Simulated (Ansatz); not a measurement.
## Rock-salt KF: TO phonon frequency at X by level of theory

No measured value is used here.

```tsv
level (code)	value (cm⁻¹)	cell (Å³/atom)
LDA (Ansatz)	218	17.20
PBE (Ansatz)	172	19.91
r²SCAN (Ansatz)	[?]	18.81
```

Problem. Some entries are withheld; supply them.

Solution. 
- r²SCAN (Ansatz, a first-principles code), value (cm⁻¹): 200

Each level is taken at its own relaxed cell. Cutoffs differ between the levels. Ansatz's density-functional and Hartree–Fock values are scalar-relativistic unless marked +SOC, with PAW data made under PBE.
